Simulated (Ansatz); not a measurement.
Write a Python script for the Python package of Ansatz (0.2.0) that makes a relaxed scan of one distance of C2H3O, SMILES [CH]1CO1. Settings (for the species named): PBE0, def2-SVP basis, multiplicity 2.

```yaml
atoms:
  - { symbol: C, position_ang: [-0.7962, -0.2952, -0.2261] }
  - { symbol: C, position_ang: [0.3596, 0.3234, 0.3014] }
  - { symbol: O, position_ang: [0.0526, -1.0688, 0.3514] }
  - { symbol: H, position_ang: [-0.9228, -0.6202, -1.2439] }
  - { symbol: H, position_ang: [1.0973, 0.6672, -0.4303] }
  - { symbol: H, position_ang: [0.2515, 0.9297, 1.2012] }
```

`c2h3o.py`:
```python
# -*- coding: utf-8 -*-
"""Relaxed scan of one distance in C2H3O."""

import ansatz
import numpy as np

GEOMETRY = """
C    -0.79620   -0.29520   -0.22610
C     0.35960    0.32340    0.30140
O     0.05260   -1.06880    0.35140
H    -0.92280   -0.62020   -1.24390
H     1.09730    0.66720   -0.43030
H     0.25150    0.92970    1.20120
"""

c2h3o = ansatz.Crystal.molecule()
for line in GEOMETRY.strip().splitlines():
    symbol, *xyz = line.split()
    c2h3o = c2h3o.atom(symbol, [float(v) for v in xyz])

base = (
    c2h3o.calculation()
    .basis(gaussian="def2-SVP")
    .functional("pbe0")
    .spin("collinear", total=1)
)
symbols = [site.symbol for site in c2h3o.cartesian_sites]
pairs = [(0, 1), (0, 2), (0, 3), (1, 2), (1, 4), (1, 5)]
print("held (A)   E (eV)        ", "  ".join(f"{symbols[i]}{i}-{symbols[j]}{j}" for i, j in pairs))
for length in [1.0, 1.09, 1.18, 1.31, 1.47]:
    data = base.relax(constraints=[ansatz.DistanceConstraint((1, 5), at=length)], force_tolerance=0.02, max_steps=60).run(threads=1, backend="cpu").report
    xyz = np.array(data["positions_ang"])
    print(f"{length:6.2f} {data['free_energy_ev']:14.5f}  ", "  ".join(f"{np.linalg.norm(xyz[i] - xyz[j]):.3f}" for i, j in pairs))
```

```console
$ python c2h3o.py
held (A)   E (eV)         C0-C1  C0-O2  C0-H3  C1-O2  C1-H4  C1-H5
DeckWarning: relax.constraints: the input's atoms, or those drawn, lie off the distances that are held; a relaxation that starts there is brought onto them ahead of its first SCF, by positions alone, an atom by 4.52e-2 Å at the most. With the symmetry detection on, the symmetry is detected on the input's atoms as so [...]
  1.00    -4158.45606   1.448  1.351  1.097  1.448  1.098  1.000
  1.09    -4158.65031   1.446  1.352  1.097  1.444  1.098  1.090
  1.18    -4158.55018   1.444  1.355  1.097  1.440  1.098  1.180
  1.31    -4158.12532   1.439  1.358  1.097  1.433  1.097  1.310
  1.47    -4157.41325   1.432  1.363  1.097  1.421  1.097  1.470
```
(Warnings from the package without file and line, shortened, repeats left out.)

Notes:
- Total energies depend on the basis set; only differences at equal settings carry meaning.
- The energies are electronic: no zero-point or thermal terms, and the basis set is short of its limit.
- The run takes the species as open-shell (spin multiplicity 2), which needn't be its ground state.
- Run time: 64 s on 1 thread of Arm Neoverse V2, on a shared host, peak memory 0.2 GiB.
